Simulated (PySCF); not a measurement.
C4H5ClO.
Bonds: O1–C2 (double), C2–Cl3, C2–C4, C4–C5, C5–C6, C4–C6. Hydrogens: H7 on C4; H8, H9 on C5; H10, H11 on C6.

Method: PySCF, PBE0-D3(BJ)/def2-SVP geometry optimisation, gas phase; density fitting, grid level 1; the optimiser is geomeTRIC in internal coordinates, started from a GFN2-xTB structure with every atom displaced at random (about 0.01 Å).

Step 0: E = -18779.0266 eV
```
atom  x, y, z in Å  |  force x, y, z in eV/Å
O1      1.7210   -2.0022    0.6220   -1.423   2.074  -1.003
C2      1.1753   -1.0498    0.0919    2.511  -2.594   0.707
Cl3     1.9429   -0.3115   -1.3354    0.292   0.092  -0.366
C4     -0.0372   -0.4016    0.4729   -1.976   0.545   0.530
C5     -0.2652    1.0885    0.3069    0.187   0.493   0.445
C6     -1.0119    0.1747   -0.5682    0.282  -0.114   0.802
H7     -0.5024   -0.8778    1.3445    0.123   0.040  -0.070
H8      0.5749    1.6567   -0.1075   -0.126  -0.069  -0.063
H9     -0.7865    1.6035    1.1339    0.158  -0.286  -0.265
H10    -2.0670    0.0131   -0.3912   -0.341  -0.136   0.174
H11    -0.7111    0.0885   -1.5888    0.314  -0.043  -0.892
```

Step 1: E = -18779.1082 eV
```
atom  x, y, z in Å  |  force x, y, z in eV/Å
O1      1.5486   -2.1124    0.4846    0.368   0.246   0.132
C2      1.2170   -1.0449    0.0894   -0.858  -0.470  -0.250
Cl3     2.0908   -0.2602   -1.2655    0.138   0.132   0.038
C4     -0.0290   -0.3517    0.5025    0.207   0.174   0.051
C5     -0.2795    1.1237    0.3070    0.130   0.025   0.077
C6     -1.0064    0.1556   -0.5407    0.000  -0.225  -0.122
H7     -0.4622   -0.8424    1.3759    0.016   0.009   0.070
H8      0.5244    1.6960   -0.1605    0.029   0.004   0.006
H9     -0.8085    1.6397    1.1123   -0.014  -0.027  -0.015
H10    -2.0588   -0.0583   -0.3391   -0.009   0.027  -0.005
H11    -0.7035    0.0368   -1.5848   -0.006   0.105   0.017
```

Step 2: E = -18779.1257 eV
```
atom  x, y, z in Å  |  force x, y, z in eV/Å
O1      1.6113   -2.0784    0.5134   -0.245  -0.096  -0.062
C2      1.1742   -1.0781    0.0526    0.377   0.239   0.533
Cl3     2.1178   -0.2248   -1.2159   -0.093   0.061  -0.280
C4     -0.0480   -0.3694    0.4894   -0.093  -0.226  -0.189
C5     -0.2678    1.1084    0.2975    0.118   0.062  -0.045
C6     -1.0278    0.1554   -0.5435   -0.057  -0.056   0.031
H7     -0.4706   -0.8452    1.3778    0.005  -0.011  -0.006
H8      0.5442    1.6636   -0.1780   -0.012  -0.002   0.020
H9     -0.7763    1.6329    1.1098   -0.018  -0.036   0.017
H10    -2.0831   -0.0302   -0.3294   -0.005   0.033  -0.024
H11    -0.7410    0.0477   -1.5925    0.022   0.033   0.004
```

**Question.** Estimate the geometry and energy of step 3. (The exact step hangs on the optimiser's Hessian estimate; all steps are aligned on step 2, rigid shifts and turns removed.)

**Answer.** E = -18779.1461 eV, largest force 0.210 eV/Å
```
atom  x, y, z in Å  |  force x, y, z in eV/Å
O1      1.6043   -2.0757    0.5305    0.079   0.086  -0.084
C2      1.1883   -1.0649    0.0741   -0.104  -0.011   0.182
Cl3     2.0572   -0.2388   -1.2695    0.078  -0.055  -0.084
C4     -0.0435   -0.3688    0.4961   -0.074  -0.088  -0.064
C5     -0.2670    1.1080    0.3045    0.054   0.075   0.005
C6     -1.0129    0.1535   -0.5485   -0.017  -0.015   0.036
H7     -0.4718   -0.8468    1.3808   -0.001  -0.002  -0.009
H8      0.5495    1.6691   -0.1554   -0.014   0.002   0.001
H9     -0.7894    1.6251    1.1128   -0.015  -0.018   0.009
H10    -2.0710   -0.0335   -0.3505   -0.002   0.020  -0.003
H11    -0.7108    0.0549   -1.5939    0.017   0.008   0.012
```

The energy changes by -0.0204 eV. The first-order estimate −F·Δx gives -0.0394 eV and the mean of the old and new forces, exact on a quadratic surface, -0.0200 eV. The step makes an angle of 64° with the force vector and moves no atom by more than 0.082 Å.

The cost below is that of the whole optimisation. Hardware: an Arm Neoverse V2 with one thread (shared host). Cost: 48 s of wall time, 0.48 GiB resident at most.
